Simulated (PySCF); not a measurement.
# Relaxation of doublet SO₂⁺

Computed with UPBE0 in PySCF with S def2-TZVP, O def2-TZVP; no relativity; density-fitted integrals. A (50,194) grid was used.

A start displaced from a saddle point along its imaginary mode, of C2v symmetry, held to at least that symmetry:

Coordinates in bohr (charge 1 multiplicity 2):
```
S    -0.0319   -0.2245    0.0000
O     0.0319    0.2244    2.6755
O     0.0319    0.2244   -2.6755
```

At each step, columns x, y, z (Å) and Fx, Fy, Fz (eV/Å):

```
step 0  E − E(last) = 59.41 kJ/mol
S   -0.017  -0.119   0.000  -0.309  -2.128   0.000
O    0.017   0.119   1.416   0.155   1.064  -1.662
O    0.017   0.119  -1.416   0.155   1.064   1.662
step 1  E − E(last) = 17.12 kJ/mol
S   -0.032  -0.224   0.000  -0.237  -1.734   0.000
O    0.024   0.171   1.356   0.119   0.867  -0.342
O    0.024   0.171  -1.356   0.119   0.867   0.342
step 2  E − E(last) = 12.53 kJ/mol
S   -0.057  -0.399   0.000   0.374   2.628   0.000
O    0.037   0.259   1.299  -0.187  -1.314  -1.791
O    0.037   0.259  -1.299  -0.187  -1.314   1.791
step 3  E − E(last) = 0.21 kJ/mol
S   -0.047  -0.328   0.000  -0.038  -0.342   0.000
O    0.032   0.223   1.299   0.019   0.171   0.248
O    0.032   0.223  -1.299   0.019   0.171  -0.248
step 4  E − E(last) = 0.00 kJ/mol
S   -0.048  -0.335   0.000   0.010   0.004   0.000
O    0.032   0.227   1.299  -0.005  -0.002  -0.036
O    0.032   0.227  -1.299  -0.005  -0.002   0.036
step 5  E − E(last) = 0.00 kJ/mol
S   -0.048  -0.336   0.000   0.009   0.000   0.000
O    0.032   0.228   1.298  -0.005   0.000   0.001
O    0.032   0.228  -1.298  -0.005   0.000   0.000
```

It ends at C2v with S–O 1.418 Å (×2); O–S–O 132.6°. A frequency run shows a minimum.

The relaxation took 7.5 s on 2 threads of a shared Intel Xeon 6975P-C (Granite Rapids) host, with 99 basis functions and 6 gradients; the process peaked at 0.9 GiB.
